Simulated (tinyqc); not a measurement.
Starting guesses with DIIS over 6 matrices: SCF starting guesses in the sto-3g basis, for NH3+, spin multiplicity 2. Computed by the program tinyqc with PySCF. 

Geometry (angstrom):
```
atom        x        y       z
N      0.0000   0.0000  0.3980
H      1.1420   0.0000  0.0000
H     -0.5710   0.9890  0.0000
H     -0.5710  -0.9890  0.0000
```

lowest solution found by these runs and by PySCF with stability checks = -55.140658 hartree

UHF with one setting changed at a time; a run stops when the energy changes by less than 1e-09 hartree and the error matrix is below 1e-5. Starts: the lowest orbitals of the core Hamiltonian, of the Wolfsberg-Helmholz matrix (K = 1.75), projected atomic densities, random orbitals, and the highest orbitals of the core Hamiltonian (a deliberately bad start).

Largest element of the error matrix X^T (FDS - SDF) X:
```
iteration     core  Wolfsberg-Helmholz  atomic densities   random  highest core orbitals
1          2.9e-01             1.8e-01           3.8e-01  3.5e+00                1.1e-01
2          1.3e-01             4.9e-02           1.0e-01  2.0e-01                3.1e-01
3          2.2e-02             1.4e-02           1.8e-02  6.4e-02                3.1e-01
4          4.4e-03             3.8e-03           7.8e-03  6.9e-02                3.1e-01
5          2.3e-03             2.1e-03           3.5e-03  7.9e-02                3.1e-01
6          1.3e-03             7.2e-04           1.6e-03  7.5e-02                3.2e-01
8          4.8e-06             1.4e-05           6.1e-05  1.9e-02                7.8e-02
10               -             3.7e-07           1.4e-06  8.6e-03                1.9e-02
14               -                   -                 -  9.4e-05                7.4e-04
20               -                   -                 -  9.4e-05                1.4e-05
```

How each run ends:
```
run                    iterations  E (hartree)         state
core                            9    -55.14066  lowest found
Wolfsberg-Helmholz             10    -55.14066  lowest found
atomic densities               11    -55.14066  lowest found
random                         27    -54.92335        higher
highest core orbitals          22    -54.92335        higher
```

3 of 5 runs reach the lowest solution found, in 9 to 11 iterations (fastest: core). Ending on a higher stationary point: random, highest core orbitals; a small error matrix cannot reveal that, and an occupation fixed by the start is kept by symmetry or by the shape of the basin. The first errors are 3e-01, 2e-01, 4e-01, 4e+00, 1e-01; the deliberately bad start has the smallest one, so a small first error does not mark a good start.
